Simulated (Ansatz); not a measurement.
## Ligand exchange: CH6N2 + SiH2(NH2)(SiH3) → CH7NSi + SiH2(NH2)2

Species: CH6N2 (methylhydrazine) `CNN`, singlet; SiH2(NH2)(SiH3), singlet; CH7NSi `CN[SiH3]`, singlet; SiH2(NH2)2, singlet. The partners trade NH2 for SiH3: N–NH2 and Si–SiH3 bonds give way to N–SiH3 and Si–NH2.

Shapes, held fixed at every level: PBE0-D4/def2-TZVP. Flexible molecules stand in one conformer, not always the lowest. Programs: Ansatz 0.2.0. Electronic energies: no zero-point or thermal term.

**Question.** Estimate ΔE of this reaction.

**Answer.** The highest level, CCSD(T)/CBS estimate, gives ΔE = -274.1 kJ/mol; the levels span -288.2 to -240.0. The column of differences is taken from that level and isn't an error. No measured value is set beside it here. The CBS estimate extrapolates MP2 from def2-TZVPP and def2-QZVPP and adds CCSD(T) − MP2 in the triple-zeta set, cores frozen.

| level | kind | ΔE (kJ/mol) | less CCSD(T)/CBS estimate |
| --- | --- | --- | --- |
| B3LYP-D4/def2-TZVPP | global hybrid | -264.2 | +9.9 |
| PBE0-D4/def2-TZVPP | global hybrid | -249.0 | +25.1 |
| r2SCAN0-D4/def2-TZVPP | global hybrid | -269.4 | +4.7 |
| B2PLYP/def2-TZVPP | double hybrid | -273.7 | +0.4 |
| MP2/def2-TZVPP | perturbation theory | -288.2 | -14.1 |
| CCSD(T)/def2-SVP | coupled cluster or CI | -240.0 | +34.1 |
| CCSD(T)/CBS estimate | coupled cluster or CI | -274.1 | 0.0 |
